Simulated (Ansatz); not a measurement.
Input for Ansatz (development build ahead of 0.2.0):

```yaml
crystal:
  periodic: [false, false, false]
  atoms:
    - { symbol: "N", position_ang: [0.0, 0.0, 0.51795] }
    - { symbol: O, position_ang: [0.0, 0.0, -0.51795] }
basis:
  gaussian: { orbitals: STO-3G }
magnetization:
  spin_polarized: true
  initial_magnetization: 1
hamiltonian:
  xc: hf
correlation:
  method: ccsd_t
  frozen_orbitals: { "N": 1, O: 1 }
```

The input is written out in the form of the current development build from the run's settings.

The run gave:

- Converged: yes
- Reference energy: -127.45194 hartree
- CCSD correlation energy: -0.10214 hartree
- Triples correction: -0.00178 hartree
- Total energy: -127.55586 hartree
- Spin squared of the determinant: 0.752
